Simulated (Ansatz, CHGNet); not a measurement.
For rock-salt SnTe (cubic form, which distorts at low temperature), the machine-learned potential CHGNet-r²SCAN (trained on r²SCAN data) gives:

| Property | Value |
|---|---|
| lattice parameter a | 6.361 Å |
| enthalpy of formation | -0.288 eV/atom |

### Question
What does r²SCAN+rVV10 (PAW; Ansatz, an electronic-structure program) give for the same quantities?

### Answer

- lattice constant a: 6.331 Å (decreases by 0.5 %)
- formation enthalpy: -0.318 eV/atom (moves by -0.030 eV/atom)

For comparison: lattice constant a 6.316 Å (measured, room temperature, no zero-point or thermal correction; as tabulated in Maiti et al. (2022), arXiv:2109.01420); formation enthalpy -0.315 ± 0.004 eV/atom (measured, 298 K, copied from a table, unchecked, no zero-point or thermal correction; as tabulated in Wang et al. (2021), doi:10.1038/s41598-021-94550-5).

Changes are worked out from the printed values.

Unless a cell is named, each level is at its own relaxed cell (CHGNet-r²SCAN 32.17, r²SCAN+rVV10 31.71 Å³/atom).

Levels without +SOC leave out spin–orbit coupling, which shifts energies and cells of such heavy elements.

Caveats: symmetry holds this phase in the static calculation, where it need not be a minimum (r²SCAN+rVV10). Ansatz's density-functional and Hartree–Fock values are scalar-relativistic unless marked +SOC, with PAW data made under PBE.
